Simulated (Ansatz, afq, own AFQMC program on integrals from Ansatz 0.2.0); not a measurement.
**Where AFQMC and coupled cluster stand for SiNH₄⁺, singlet**

```xyz
6

Si   -0.0906    0.0000    0.5953
N     0.1128    0.0000   -1.1178
H     0.5792   -1.2268    1.1210
H     0.5792    1.2268    1.1210
H    -0.0998   -0.8301   -1.6484
H    -0.0998    0.8301   -1.6484
```

Connectivity, by distances: SiH2–NH2.

Basis 6-31G. Noble-gas cores (and the filled d shells of Ga–Kr and In–Xe) are frozen. Integrals, coupled cluster, full CI and functionals: Ansatz 0.2.0; the random walks run on the same integrals in our own AFQMC program. ph-AFQMC/CISD is guided by a CISD state made of CCSD amplitudes; releasing the constraint for a short imaginary time cuts its bias at the price of noise, slowly where states lie close. Error bars are statistical, one sigma.

Determinant: RHF, the one that the program's search chose, which needn't be the lowest solution. The geometry is a PBE0/def2-TZVP stationary point of this or a neighbouring charge and spin state.

No full CI on the walks' own integrals is used here; CCSDTQ serves as the reference and is uncertain by about the last step of the cluster series.

Cautions: restricted determinant unstable towards unrestricted (UHF 36 meV lower, ⟨S²⟩ 0.32); raised T1 diagnostic (T1 0.031, weight of the determinant 0.88, largest double 0.14); the released energies are still falling, so no released level is given (meV from the phaseless value at times in 1/Eh: -2 ± 4 at 0.24, 1 ± 4 at 0.51, -10.8 ± 2.4 at 0.99, -16 ± 4 at 1.62, -18 ± 4 at 2.40), though the last usable value meets CCSDTQ within the noise.

The T1 diagnostic is 0.0309. The weight of the determinant in the CISD state is 0.875 and the size of the correlated space is 12 electrons in 24 orbitals.

```csv
level,correlation energy (eV)
MP2,-4.7413
CCSD,-5.4033
CCSD(T),-5.5639
```

(1) Estimate where phaseless AFQMC with a CISD trial lies against CCSD(T) on the same integrals.

(1) 0.40 ± 0.20 mEh below CCSD(T). The gap is under twice the noise, so this walk alone can't tell the two apart.

Reference: CCSDTQ, correlation energy -5.593 eV.

```csv
level,E − E(reference) (mEh),share of correlation (%)
CCSD(T),1.07,99.48
CCSDT,0.53,99.74
CCSDT(Q),-0.15,100.07
ph-AFQMC/CISD,0.66 ± 0.20,99.68
```

CCSDT and higher add their correlation energy to the determinant of the CCSD(T) run, since their own runs factorise the integrals more tightly (a shift of under 2 meV). A walk keeps the symmetry of its determinant, which the program's search chose and which needn't be the lowest solution, so a lower state of the same spin and another symmetry isn't excluded.
